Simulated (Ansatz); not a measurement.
**SiPH (singlet): wave-function methods side by side at scale of all distances = 0.891, 6-31G**

How much of the correlation energy of SiPH (singlet) does each wave-function method recover here?

The runs use Ansatz 0.2.0, Gaussian basis; 6-31G, core rule «outside noble gas», up to 10 orbitals frozen.

The runs, in order: UHF; CCSD(T) on RHF; CCSD(T) on UHF; BCCD(T) on RHF; CISD; CCSDT(Q) on RHF; CCSDT(Q) on UHF; CISDTQ; CCSDTQ on RHF; CASSCF and MRCISD+Q, 2 electrons in 2 orbitals; CASSCF and NEVPT2, 2 electrons in 2 orbitals; CASSCF and MRCISD+Q, 10 electrons in 9 orbitals; CASSCF and NEVPT2, 10 electrons in 9 orbitals; Full CI.

19 further runs of the same task are left out: 1 for a known fault of the program, 16 that didn't finish, 2 set aside as unsound or not needed.

### 1 What is computed

The geometry derives from a PBE0/def2-TZVP stationary point (not a proven minimum). All distances are scaled together.

3 atoms, charge 0, spin multiplicity 1.

Atoms are counted from 1 here; the program's logs count them from 0.

Bond lengths: Si1–P2 1.732 Å, Si1–H3 1.321 Å. Angles: P2–Si1–H3 180.0°.

As a file:

```mol
HPSi
  3D, bonds by distance, orders not assigned

  3  2  0  0  0  0  0  0  0  0999 V2000
    0.0000    0.0000    0.1370 Si  0  0
    0.0000    0.0000   -1.5954 P   0  0
    0.0000    0.0000    1.4584 H   0  0
  1  2  8  0
  1  3  8  0
M  END
```

### 2 UHF

File in.yaml:

```yaml
crystal:
  periodic: [false, false, false]
  atoms:
    - {symbol: Si, position_ang: [0.000000, 0.000000, 0.137036]}
    - {symbol: P, position_ang: [0.000000, 0.000000, -1.595425]}
    - {symbol: H, position_ang: [0.000000, 0.000000, 1.458389]}
basis:
  gaussian: {orbitals: 6-31G}
magnetization: {spin_polarized: true, initial_magnetization: 0}
hamiltonian: {xc: hf}
output: {orbitals: {seedname: orbitals}}
```

Command:

```
$ ansatz run in.yaml --threads 1 --pin off --events-out ev --progress --plain --max-ram 2393MiB
```

After this run come: CCSD(T) on RHF; CCSD(T) on UHF; BCCD(T) on RHF; CISD; CCSDT(Q) on RHF; CCSDT(Q) on UHF; CISDTQ; CCSDTQ on RHF; CASSCF and MRCISD+Q, 2 electrons in 2 orbitals; CASSCF and NEVPT2, 2 electrons in 2 orbitals; CASSCF and MRCISD+Q, 10 electrons in 9 orbitals; CASSCF and NEVPT2, 10 electrons in 9 orbitals; Full CI.

Q: Predict the results of all the runs planned. Wanted: FCI below the RHF energy; RMP2 from FCI; RCCSD from FCI; RCCSD(T) from FCI; RCCSDT(Q) from FCI; NEVPT2 pair from FCI; MRCISD+Q pair from FCI; NEVPT2 valence from FCI; T1 diagnostic.

**Answer**, as computed:

| quantity | value |
| --- | --- |
| FCI below the RHF energy | -3.5688 eV |
| RMP2 from FCI | +492.8 meV |
| RCCSD from FCI | +124.9 meV |
| RCCSD(T) from FCI | +35.7 meV |
| RCCSDT(Q) from FCI | +1.0 meV |
| NEVPT2 pair from FCI | +472.4 meV |
| MRCISD+Q pair from FCI | +54.2 meV |
| NEVPT2 valence from FCI | +269.8 meV |
| levels within 1 kcal/mol (43 meV) | RCCSD(T), BCCD(T), RCCSDT, CISDTQ, RCCSDT(Q), RCCSDTQ, MRCISD valence, MRCISD+Q valence |
| T1 diagnostic | 0.013 |
| effectively unpaired electrons | 0.12 |

What this shows: RCCSD(T) lands +35.7 meV from the yardstick (1.0 % of the correlation energy). One determinant dominates. Of the multireference levels listed MRCISD+Q valence comes nearest in total energy (+7.2 meV), which doesn't show that its space is the better one. These misses are within one basis, not against nature.
